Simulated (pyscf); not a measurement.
PySCF, gas phase, ωB97X-D3(BJ)/def2-SVP geometries. Correlated levels are frozen-core, on RHF or UHF. ΔMP2 is the change of the MP2 total energy from the triple- to the quadruple-zeta basis.

**Question.** What are the homolytic bond dissociation enthalpies (298 K) of H₂B–AsH₂ at CCSD(T)/def2-TZVPP + ΔMP2(QZVPP), weakest first?

**Answer.** As–H to H₂B–AsH• + H•: 76.5 kcal/mol; As–B to BH₂• + AsH₂•: 79.6 kcal/mol; B–H to [HB–AsH₂]• + H•: 103.0 kcal/mol. Ring and multiple bonds, and those that leave no two simple radicals, are not listed. The radicals are drawn with the spin at the cut bond; how far it spreads was not checked. [HB–AsH₂]• lies 30.7 kcal/mol over its isomer H₂B–AsH•, and others may lie lower still (electronic energy, ωB97M-D3(BJ)). Other isomers of H₂B–AsH• were not searched in full and may lie lower. The CCSD(T) − MP2 part came from Ansatz, without density fitting, on the same reference. The frozen core leaves the outer d or s,p core shells of the metals and heavy elements correlated in the MP2 and CC values, and def2-TZVPP describes them poorly, which can shift differences by a few kcal/mol. Elements up to Kr have no core potential and no relativistic terms here.
